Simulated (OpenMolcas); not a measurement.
# UOLYP/aug-cc-pVDZ run of SF (Monosulfur monofluoride)

We compute energy and forces of SF (Monosulfur monofluoride). 

The results are computed with OpenMolcas 26.06.

11 further runs of the same task are left out: 2 that didn't finish, 9 set aside as unsound or not needed.

## Step 1: The system as given

SF has 2 atoms, charge 0, and is taken as a doublet. As SMILES, `F[S]`. Geometry: relaxed at PBE0-D4/def2-TZVP.

Bond lengths: F1–S2 1.594 Å.

## Step 2: Energy and gradient at UOLYP/aug-cc-pVDZ

Contents of coord.xyz:

```xyz
2

F      0.000000     0.000000     0.016120
S      0.000000     0.000000     1.610410
```

Contents of job.inp:

```
* FS Kohn-Sham DFT

&GATEWAY
 BASLIB
 $CurrDir
 COORD
 coord.xyz
 BASIS
 aug-cc-pVDZ
 GROUP
 NoSym

&SEWARD

&SCF
 UHF
 SPIN
 2
 KSDFT
 OLYP
 THRESHOLDS
 1e-09 1e-06 1e-06 1e-05
 PRORBITALS
 0

&ALASKA
```

The basis set aug-cc-pVDZ is read from a file made from the Basis Set Exchange's data (not shown).

The run is started by

```console
$ export MOLCAS_MEM=1860
$ pymolcas job.inp > job.log
```

Q: Predict the results. Wanted: total energy; dipole moment; HOMO energy; LUMO energy; ⟨S²⟩; largest force on an atom.

Computed results:

Level: UOLYP/aug-cc-pVDZ.

| quantity | value |
| --- | --- |
| total energy | -497.97107 Eh |
| dipole moment | 0.54 D |
| HOMO energy (highest over α and β) | -5.75 eV |
| LUMO energy (lowest over α and β) | -5.53 eV |
| ⟨S²⟩ | 0.753 |
| largest force on an atom | 2.157 eV/Å |

The largest force is 2.16 eV/Å: the shape isn't a stationary point for this species at this level.
